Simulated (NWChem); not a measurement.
Correlation energy of oxygen (O₂)

```
O
O 1 1.2000
```
Charge 0, spin multiplicity 3.

All runs are NWChem calculations. All single points use one geometry, from UB3LYP/def2-SVP, a minimum by its harmonic frequencies.

Basis set: cc-pVDZ. Each correlation energy counts from its own Hartree-Fock reference.

The correlated methods keep 2 core orbitals frozen. The unpaired electrons of the parent sit in orbitals of symmetry b2g and b3g (D2h labels of the run); other states weren't searched. No SCF solution was tested for a lower state. Open-shell Hartree-Fock references start from PBE0 orbitals. No row is a measurement; the coupled-cluster row has its own basis-set and correlation limits.

| method | correlation energy (mHa) |
|---|---|
| URI-MP2 | -343.1 |
| UMP2 | -342.9 |
| SCS-UMP2 | … |
| CCSD on UHF | -347.0 |
| CCSD[T] on UHF | … |
| CCSD(T) on UHF | … |
| CCSD on ROHF | -365.3 |
| CCSD[T] on ROHF | -376.0 |
| CCSD(T) on ROHF | -376.1 |
| CCSDT on ROHF | -376.0 |

Question: Fill in the missing entries.

Answer: 
- SCS-UMP2, correlation energy (mHa): -320.5
- CCSD[T] on UHF, correlation energy (mHa): -357.1
- CCSD(T) on UHF, correlation energy (mHa): -356.5
